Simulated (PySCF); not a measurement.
Structure problem from calculated spectra and properties.

Formula: C3H5N.

| Quantity | Value |
| --- | --- |
| Rotational structure | rotational constants A, B, C: 28.200, 4.744, 4.275 GHz [PBE0-D3(BJ)/def2-TZVP] |
| Dipole | 4.19 D [CAM-B3LYP/aug-cc-pVTZ] |
| NMR, other nuclei | isotropic shieldings of nuclei other than C and H, by class: -26 (1 N) ppm [GIAO B97-2/pcSseg-2] |
| UV, first state | lowest singlet excitation: 7.69 eV (161 nm, f = 0.000) [TDDFT CAM-B3LYP/aug-cc-pVTZ] |
| 13C NMR | chemical shifts (computed TMS as zero) by class: 125.7 (1 C), 13.8 (1 C), 13.7 (1 C) ppm [GIAO B97-2/pcSseg-2] |
| UV, strongest line | among the 10 lowest singlet transitions: S6 at 9.17 eV (135 nm, f = 0.047) [TDDFT CAM-B3LYP/aug-cc-pVTZ] |
| Couplings | largest of the computed one-bond spin–spin couplings (means over like bonds): 13C–1H +137.7 (×2), 13C–1H +135.7 (×3), 13C–13C +61.3, 13C–13C +34.1, 15N–13C -18.6 Hz [B3LYP/pcJ-2] |
| 1H NMR | chemical shifts (computed TMS as zero) by class: 2.18 (2 H), 1.20 (3 H) ppm [GIAO B97-2/pcSseg-2] |

Gas-phase values; electronic properties from PySCF, density fitting. Levels stand in brackets. Isolated species at its PBE0-D3(BJ)/def2-TZVP geometry, gas phase. Each NMR value is the plain mean over a class of atoms that symmetry, rotation or inversion makes alike.

Q: Give a SMILES that accounts for the data.

A: Numbering: `[CH3:1][CH2:2][C:3]#[N:4]`. Its formula, C3H5N, gives 2 degrees of unsaturation: 0 rings and 2 π bonds in the structure found. 3 carbons fall into 3 classes; from least to most shielded: nitrile carbon [C3] (125.7 ppm), methyl carbon [C1] (13.8 ppm), sp3 carbon next to a nitrile [C2] (13.7 ppm). Hydrogen classes from least to most shielded: 2 H on an sp3 carbon next to a nitrile, C2 (2.18 ppm), 3 H on a methyl carbon, C1 (1.20 ppm). The other shieldings belong to: -26 ppm, nitrile nitrogen [N4]. The couplings run between: +137.7 Hz, sp3 carbon next to a nitrile [C2] and its hydrogen (with 1 like pair); +135.7 Hz, methyl carbon [C1] and its hydrogen (with 2 like pairs); +61.3 Hz, sp3 carbon next to a nitrile [C2] and nitrile carbon [C3]; +34.1 Hz, methyl carbon [C1] and sp3 carbon next to a nitrile [C2]; -18.6 Hz, nitrile nitrogen [N4] and nitrile carbon [C3]. The optimised geometry has point group Cs and is an asymmetric top. Structure: ethyl cyanide, `CCC#N`. Computed isomers that give other values at the same levels: `[C-]#[N+]CC` (13C chemical shifts (computed TMS as zero) by class: 176.9 (1 C), 38.4 (1 C), 18.5 (1 C) ppm); `C1=NCC1` (13C chemical shifts (computed TMS as zero) by class: 192.6 (1 C), 61.9 (1 C), 38.0 (1 C) ppm). The assignments are read from this structure; whether some other isomer fits the data as well wasn't checked.
